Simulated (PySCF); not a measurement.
Nitrogen diatomic, N₂, SMILES N#N, point group D∞h.

Level: HF/aug-pcSseg-1 in PySCF (density fitting, grid level 2); geometry and Hessian at that level, cubic constants and property derivatives from steps of ±0.6 along each species' dimensionless normal coordinates, second-order vibrational perturbation theory. The parent has the commonest isotopes.

Equilibrium geometry (Å):

| atom | x | y | z |
| --- | --- | --- | --- |
| N1 | 0.5419 | -0.0111 | -0.0120 |
| N2 | -0.5309 | 0.0162 | -0.0446 |

**Question.** Give the equilibrium and ground-state rotational constants (MHz) of parent; ¹⁵N at 1.

**Answer.** 
| species | Be | B0 | harmonic ZPE (cm⁻¹) |
| --- | --- | --- | --- |
| parent | 62617 | 62418 | 1365 |
| ¹⁵N at 1 | 60536 | 60347 | 1342 |

**Question.** And its quartic centrifugal distortion constants from the harmonic force field?

**Answer.** Linear top: D = 147 kHz.
